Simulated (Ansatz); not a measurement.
C2H2Cl, charge -1, singlet, at the geometry of the source list (a gas-phase anion, which may not be bound at this level); MP2/STO-3G run with Ansatz (an electronic-structure program).

The Ansatz input:
Ansatz 0.2 input:
```yaml
crystal:
  periodic: [false, false, false]
  atoms:
    - {symbol: C, position_ang: [-0.30653300, -0.14551000, 0.00000000]}
    - {symbol: C, position_ang: [0.99669000, 0.12698100, 0.00000000]}
    - {symbol: Cl, position_ang: [-0.93808800, -1.75650600, 0.00000000]}
    - {symbol: H, position_ang: [-1.07763100, 0.61543700, 0.00000000]}
    - {symbol: H, position_ang: [1.32556300, 1.15959900, 0.00000000]}
basis:
  gaussian:
    orbitals: STO-3G
total_charge: -1
magnetization: {spin_polarized: false}
correlation: {method: mp2}
```

The log (banner, timings and long lists left out):

```
Functional definition: HF
259 factors; integrals over basis functions are off by at most 4.3e-5 eV
mean field evaluation 1: about -14425.7408 eV, gradient 3.2e1 eV
mean field evaluation 2: about -14425.8249 eV, gradient 3.2e1 eV
mean field evaluation 4: about -14429.4002 eV, gradient 3.2e0 eV
mean field evaluation 8: about -14429.4761 eV, gradient 4.6e-2 eV
mean field -14429.47607519 eV, -530.2734651130 hartree, gradient 2.6e-6 eV, S^2 0.000000; 0 other end points of the search recorded, 0 dependent functions left out
7 core orbitals not correlated
reference -14429.47607519 eV, -530.2734651130 hartree; 9, 9 occupied and 5, 5 virtual orbitals, 259 factors
second order -2.83315625 eV of doubles, -0.00000000 eV of singles
Total energy: -14432.30923143 eV, -530.3775816847 hartree
```
